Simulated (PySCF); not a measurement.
**How the method moves the HOMO and LUMO of H2O**

Compound: H2O.
Cartesian coordinates in Å at the PBE0-D3(BJ)/def2-SVP level; atoms count from 1:
```xyz
3
H2O angstrom
O     -0.041    0.397    0.000
H     -0.730   -0.276    0.000
H      0.771   -0.120    0.000
```

The species is `O` (H2O).

Basis pcSseg-2 throughout (PySCF), one geometry. Isolated species at its PBE0-D3(BJ)/def2-SVP geometry, gas phase.

How do the orbital energies, the gap and the dipole change with the method?

| method | kind | HOMO (eV) | LUMO (eV) | gap (eV) | μ (D) | SCF cycles |
| --- | --- | --- | --- | --- | --- | --- |
| OPBE | GGA | -7.06 | -0.36 | 6.70 | 1.94 | 10 |
| BLYP | GGA | -7.08 | -0.58 | 6.50 | 1.98 | 11 |
| PBE | GGA | -7.12 | -0.43 | 6.69 | 1.97 | 11 |
| B97-D | GGA | -7.17 | -0.31 | 6.86 | 1.97 | 11 |
| BP86 | GGA | -7.25 | -0.32 | 6.93 | 1.97 | 11 |
| KT2 | GGA | -7.27 | -0.33 | 6.94 | 1.91 | 11 |
| LDA | LDA | -7.28 | -0.46 | 6.83 | 2.05 | 11 |
| KT3 | GGA | -7.29 | -0.66 | 6.63 | 1.90 | 11 |
| B97-2 | global hybrid | -8.69 | 0.38 | 9.07 | 2.00 | 10 |
| B3LYP | global hybrid | -8.74 | -0.06 | 8.68 | 2.02 | 10 |
| PBE0 | global hybrid | -9.01 | 0.37 | 9.38 | 2.02 | 10 |
| mPW1PW91 | global hybrid | -9.05 | 0.35 | 9.40 | 2.02 | 10 |
| CAM-B3LYP | range-separated hybrid | -10.62 | 0.99 | 11.61 | 2.06 | 10 |
| BHandHLYP | global hybrid | -10.87 | 0.84 | 11.71 | 2.06 | 10 |
| wB97X-D | range-separated hybrid | -11.00 | 2.20 | 13.20 | 2.03 | 10 |
| LC-wPBE | range-separated hybrid | -12.02 | 2.27 | 14.29 | 2.07 | 11 |
| HF | Hartree–Fock | -13.87 | 2.64 | 16.51 | 2.11 | 8 |

The HOMO spans 6.81 eV, from OPBE down to HF, and the gap runs from 6.50 eV (BLYP) to 16.51 eV (HF). Over the methods OPBE (0 %), BLYP (0 %), PBE (0 %), B97-D (0 %), BP86 (0 %), KT2 (0 %), LDA (0 %), KT3 (0 %), B97-2 (21 %), B3LYP (20 %), PBE0 (25 %), mPW1PW91 (25 %), BHandHLYP (50 %), HF (100 %), a straight line through the gap against the share of exact exchange rises by 0.98 eV for each 10 % (correlation coefficient 0.999). The dipole ranges from 1.90 D (KT3) to 2.11 D (HF). This basis has no diffuse functions.

Reference dipole: 1.86 D (measured, gas; NIST CCCBDB Release 22 (SRD 101), experimental dipoles); nearest here: KT3 (1.90 D). 

The vertical ΔSCF ionisation energy at CAM-B3LYP/def2-SVPD is 12.87 eV; −ε(HOMO) comes closest to it with LC-wPBE (12.02 eV).
